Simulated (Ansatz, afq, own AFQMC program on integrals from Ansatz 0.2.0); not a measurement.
Atomization energy of HfCl₄, singlet

```yaml
atoms:
  - { symbol: Hf, position_ang: [0.0000, 0.0000, 0.0000] }
  - { symbol: Cl, position_ang: [1.3378, 1.3406, 1.3390] }
  - { symbol: Cl, position_ang: [-1.3411, -1.3370, 1.3392] }
  - { symbol: Cl, position_ang: [-1.3371, 1.3376, -1.3425] }
  - { symbol: Cl, position_ang: [1.3404, -1.3412, -1.3357] }
```

Connectivity, by distances: Cl–Hf(–Cl)(–Cl)–Cl.

Atoms in their ground-state spins without spin–orbit coupling (mostly on UHF) minus the molecule (RHF), without zero-point energy. The geometry is a stationary point, not shown to be a minimum.

Basis def2-SVP with its core potentials. Only valence electrons are correlated. Ansatz 0.2.0 and our own AFQMC program on the same integrals; the CISD trial comes from CCSD amplitudes, and released means the phaseless constraint is let go. Error bars are statistical, one sigma. No spin–orbit coupling. The metal's outer-core s and p shells are frozen, which shifts wave-function levels against functionals. The errors of all members are added in quadrature.

No full CI on the walks' own integrals is used here. The released AFQMC energy serves as the reference, which it does only where one determinant dominates, the energy is flat over the last release times and near the phaseless one (40 meV or 2 meV an electron, half that with transition metals). On small molecules, where full CI could be run and the noise was under 10 meV, such values lay within 10 meV of it in 19 cases of 20, a flattering rate, since the rule was set on those same cases; what remains of the bias isn't in the error bar. Each member takes its own surest rung, up to full CI.

The best estimate is CCSD(T) at the basis-set limit (CBS: def2-TZVPP and def2-QZVPP, with their diffuse functions for anions and beside diffuse sets, CCSD(T) itself extrapolated) plus the step from CCSD(T) to AFQMC with the constraint released in def2-SVP. Rows without CBS are in def2-SVP, the functionals in def2-TZVP; B2PLYP and the wave-function rows carry a basis error of their own. Core correlation and relativity beyond core potentials are missing, and ± holds the sampling alone.

Cautions: no spin-orbit coupling; outer-core shells of the metal frozen; HfCl₄ (singlet): higher spins were not checked, the released value is read at 0.80 1/Eh with a noise of 13 meV, more than in the cases checked, later times being too noisy (meV from the phaseless value at times in 1/Eh: -17 ± 10 at 0.24, -12 ± 11 at 0.48, -17 ± 13 at 0.80, -50 ± 18 at 1.20), released reference can be 30 meV off for metals.

Best estimate: 20.931 ± 0.013 eV.

```tsv
level	atomization energy (eV)	error against the best estimate (eV)
HF	16.250	-4.681 ± 0.013
MP2	20.443	-0.488 ± 0.013
CCSD	19.407	-1.524 ± 0.013
CCSD(T)	19.773	-1.158 ± 0.013
HF/CBS	16.491	-4.440 ± 0.013
MP2/CBS	21.881	0.950 ± 0.013
CCSD(T)/CBS	20.934	0.002 ± 0.013
PBE	21.039	0.108 ± 0.013
PBE0	20.683	-0.249 ± 0.013
B3LYP	19.963	-0.968 ± 0.013
wB97M-V	20.802	-0.129 ± 0.013
B2PLYP	20.354	-0.578 ± 0.013
surest rungs in def2-SVP	19.771 ± 0.013	-1.160
```

Correlation beyond CCSD(T) changes it by less than twice the noise. Going to the basis-set limit adds 1.160 eV at CCSD(T). The perturbative (T) step is worth +0.366 eV.

Best estimates are given only where the step beyond CCSD(T) is under 0.3 eV and no member's determinant is very poor (T1 over 0.05, or 0.07 for open shells, ⟨S²⟩ too high by 0.3, two states mixed), so the hardest cases are missing from such tables.

The functionals ran in a triple-zeta set and keep a basis error of their own, a few kJ/mol for each bond in atomization energies and more for double hybrids, so close places among them and the extrapolated levels can swap.

Each member of a difference takes its own highest rung, so a best estimate needn't equal the limit plus the step of one row. A walk keeps the symmetry of its determinant, which the program's search chose and which needn't be the lowest solution, so a lower state of the same spin and another symmetry isn't excluded. Released energies are given only where the last usable release times agree within the noise; a slower fall can still hide under it. The exponents were fitted on light atoms, and def2 sets of heavy atoms don't grow evenly, so the limit is rough here.
